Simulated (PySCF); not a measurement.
diphosphorus (P2), SMILES P#P.

Coordinates come from a B3LYP-D3(BJ)/def2-TZVPD optimisation.

Method: HF/def2-TZVPD (PySCF).

Gas-phase values at a fixed geometry.

Task: Estimate the frontier levels, gap, dipole moment and polarisability. (Estimate from the structure and the level; the computed values follow.)

Result: 
```
Item                                                                                                           Result
---------------------------------------------------------------------------------------------  ----------------------
highest occupied level                                                                                      -10.11 eV
lowest empty level                                                                                            0.55 eV
orbital gap                                                                                                  10.66 eV
dipole moment                                                                                                  0.00 D
quadrupole, principal values (traceless, Buckingham form, about the centre of nuclear charge)  -0.65, -0.65, 1.29 D·Å
mean static polarisability                                                                       50.0 bohr³ (7.41 Å³)
polarisability, principal values                                                               40.4, 40.4, 69.3 bohr³
```
